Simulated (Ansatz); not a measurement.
Basis-set series for `C#P`. Total charge 0; spin multiplicity 1. The geometry is a stationary point of PBE0-D4/def2-TZVP.

```
functional       basis  functions  energy (Eh)  HOMO (eV)  LUMO (eV)
   PBE0-D4    def2-SVP         37   -379.67644      -8.11      -1.14
   PBE0-D4  def2-TZVPP         87   -379.83792      -8.14      -1.39
   ωB97M-V    def2-SVP         37   -379.82248     -10.20       1.14
   ωB97M-V  def2-TZVPP         87   -379.98570     -10.26       0.76
```

Problem. Give the rows for def2-QZVPP. (Best estimate.)

Solution. Computed: 
| functional | basis | functions | energy (Eh) | HOMO (eV) | LUMO (eV) |
| --- | --- | --- | --- | --- | --- |
| PBE0-D4 | def2-QZVPP | 157 | -379.85064 | -8.16 | -1.44 |
| ωB97M-V | def2-QZVPP | 157 | -379.99762 | -10.29 | 0.64 |

Positive LUMOs are unbound and depend on the basis.
